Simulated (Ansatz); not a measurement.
# BSiNH+ (triplet): wave-function methods side by side, cc-pVDZ

One table from this session's results is given with a row withheld; the runs are named, their logs left out.

The runs use Ansatz 0.2.0, Gaussian basis; cc-pVDZ, core rule «outside noble gas», up to 7 orbitals frozen.

The runs, in order: UHF; CCSD(T) on ROHF; CCSD(T) on UHF; BCCD(T) on ROHF; CISD; CCSDT(Q) on ROHF; CCSDT(Q) on UHF; CASSCF and NEVPT2, 10 electrons in 10 orbitals.

20 further runs of the same task are left out: 9 that didn't finish, 11 set aside as unsound or not needed.

### What is computed

The geometry is a PBE0/def2-TZVP stationary point (not a proven minimum) of the parent state, kept for this charge and spin.

4 atoms, charge 1, spin multiplicity 3.

Atoms are counted from 1 here; the program's logs count them from 0.

Bond lengths: N1–B2 1.336 Å, N1–Si3 1.777 Å, B2–Si3 2.063 Å, B2–H4 1.181 Å. Angles: B2–N1–Si3 81.7°, N1–B2–Si3 58.5°, N1–B2–H4 153.5°, Si3–B2–H4 148.1°, N1–Si3–B2 39.9°.

Coordinates:

```csv
atom,x (Å),y (Å),z (Å)
N1,0.00000,-0.75980,0.66543
B2,0.00000,0.47397,1.17782
Si3,0.00000,0.15170,-0.85953
H4,0.00000,1.24763,2.07000
```

Set-up of the first run:

Contents of in.yaml:

```yaml
crystal:
  periodic: [false, false, false]
  atoms:
    - {symbol: N, position_ang: [0.000000, -0.759800, 0.665432]}
    - {symbol: B, position_ang: [0.000000, 0.473968, 1.177819]}
    - {symbol: Si, position_ang: [0.000000, 0.151704, -0.859531]}
    - {symbol: H, position_ang: [0.000000, 1.247631, 2.069996]}
basis:
  gaussian: {orbitals: cc-pVDZ}
total_charge: 1
magnetization: {spin_polarized: true, initial_magnetization: 2}
hamiltonian: {xc: hf}
output: {orbitals: {seedname: orbitals}}
```

Run with:

```bash
$ ansatz run in.yaml --threads 1 --pin off --events-out ev --progress --plain --max-ram 2393MiB
```

Steps of the session up to this table: UHF; CCSD(T) on ROHF; CCSD(T) on UHF; BCCD(T) on ROHF; CISD; CCSDT(Q) on ROHF; CCSDT(Q) on UHF; CASSCF and NEVPT2, 10 electrons in 10 orbitals.

One table of the session follows, with a row left open; its other results are not shown here.

```
         method  from UCCSDT(Q) (kcal/mol)
           ROHF                    +207.44
            UHF                    +201.26
           RMP2                     +22.83
           UMP2                     +27.54
           CISD                     +29.45
          RCCSD                     +11.94
          UCCSD                     +11.47
       RCCSD(T)                      +1.79
       UCCSD(T)                      +1.89
        BCCD(T)                      +1.78
         RCCSDT                      +1.17
         UCCSDT                      +1.08
      RCCSDT(Q)                          ?
      UCCSDT(Q)                          0
CASSCF frontier                    +122.85
NEVPT2 frontier                     +31.44
```

Estimate the missing values for RCCSDT(Q).

As computed: from UCCSDT(Q) (kcal/mol): +0.14. In the column «from UCCSDT(Q) (kcal/mol)» it lies between UCCSDT(Q) (0) and UCCSDT (+1.08).

Caveats from the session: Restricted and unrestricted rows rest on different reference determinants; where their highest levels disagree by more than a few hundredths of an eV, they describe different states and don't form one ladder.
